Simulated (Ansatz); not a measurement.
Relaxation of H3OSSi (6 atoms, charge -1, multiplicity 1), to a largest force component of 0.02 eV/Å in at most 50 steps.

The calculation used RKS PBE/def2-SVP (Ansatz 0.2.0).

```xyz
6
Properties=species:S:1:pos:R:3:forces:R:3
O -0.328 -1.269 -0.038 -1.52 -1.55 0.79
Si 0.267 0.287 0.147 4.65 3.92 -0.05
S -0.766 1.680 -0.911 -0.94 0.13 -0.34
H -1.104 -1.295 -0.589 -2.91 -1.23 -1.84
H 0.450 -1.765 0.322 1.61 -1.58 0.10
H 0.243 0.471 1.615 -0.90 0.31 1.34
```

Question: Where does it end, and by what steps?

Answer: It converged. Limits of this set-up: an anion without diffuse functions, the dipole of an ion depends on the origin. After 43 steps the energy has fallen by 2.963 eV; Si2 moved furthest, 1.37 Å. Parted: O1–Si2.

```json
{"step": "0", "energy less start (eV)": "0.0000", "largest force component (eV/Å)": "4.655", "accepted": "yes"}
{"step": "2", "energy less start (eV)": "-1.4940", "largest force component (eV/Å)": "1.843", "accepted": "yes"}
{"step": "4", "energy less start (eV)": "-2.1808", "largest force component (eV/Å)": "1.993", "accepted": "yes"}
{"step": "6", "energy less start (eV)": "-2.5881", "largest force component (eV/Å)": "1.413", "accepted": "yes"}
{"step": "8", "energy less start (eV)": "-2.7379", "largest force component (eV/Å)": "0.502", "accepted": "yes"}
{"step": "10", "energy less start (eV)": "-2.7716", "largest force component (eV/Å)": "0.964", "accepted": "no"}
{"step": "12", "energy less start (eV)": "-2.7961", "largest force component (eV/Å)": "0.130", "accepted": "yes"}
{"step": "14", "energy less start (eV)": "-2.7691", "largest force component (eV/Å)": "1.007", "accepted": "no"}
{"step": "16", "energy less start (eV)": "-2.8033", "largest force component (eV/Å)": "0.217", "accepted": "yes"}
{"step": "18", "energy less start (eV)": "-2.8095", "largest force component (eV/Å)": "0.032", "accepted": "yes"}
{"step": "20", "energy less start (eV)": "-2.8109", "largest force component (eV/Å)": "0.034", "accepted": "yes"}
{"step": "22", "energy less start (eV)": "-2.8113", "largest force component (eV/Å)": "0.412", "accepted": "no"}
{"step": "24", "energy less start (eV)": "-2.8205", "largest force component (eV/Å)": "0.208", "accepted": "yes"}
{"step": "26", "energy less start (eV)": "-2.7598", "largest force component (eV/Å)": "1.888", "accepted": "no"}
{"step": "28", "energy less start (eV)": "-2.8488", "largest force component (eV/Å)": "0.073", "accepted": "yes"}
{"step": "30", "energy less start (eV)": "-2.8809", "largest force component (eV/Å)": "0.075", "accepted": "yes"}
{"step": "32", "energy less start (eV)": "-2.8895", "largest force component (eV/Å)": "0.076", "accepted": "yes"}
{"step": "34", "energy less start (eV)": "-2.9042", "largest force component (eV/Å)": "0.413", "accepted": "yes"}
{"step": "36", "energy less start (eV)": "-2.9496", "largest force component (eV/Å)": "0.198", "accepted": "yes"}
{"step": "38", "energy less start (eV)": "-2.9620", "largest force component (eV/Å)": "0.089", "accepted": "yes"}
{"step": "40", "energy less start (eV)": "-2.9601", "largest force component (eV/Å)": "0.092", "accepted": "no"}
{"step": "42", "energy less start (eV)": "-2.9628", "largest force component (eV/Å)": "0.021", "accepted": "yes"}
{"step": "43", "energy less start (eV)": "-2.9629", "largest force component (eV/Å)": "0.010", "accepted": "yes"}
```

```xyz
6
Properties=species:S:1:pos:R:3
O -0.661 -1.966 -0.219
Si 0.455 1.531 0.680
S -0.676 1.198 -1.026
H -0.824 -1.106 -0.691
H -0.136 -1.592 0.521
H 0.603 0.045 1.281
```

Time of the run: 56 s on 1 thread of AMD EPYC 7R43 64-Core Processor (Zen 3), on a shared host, peak memory 0.14 GiB.
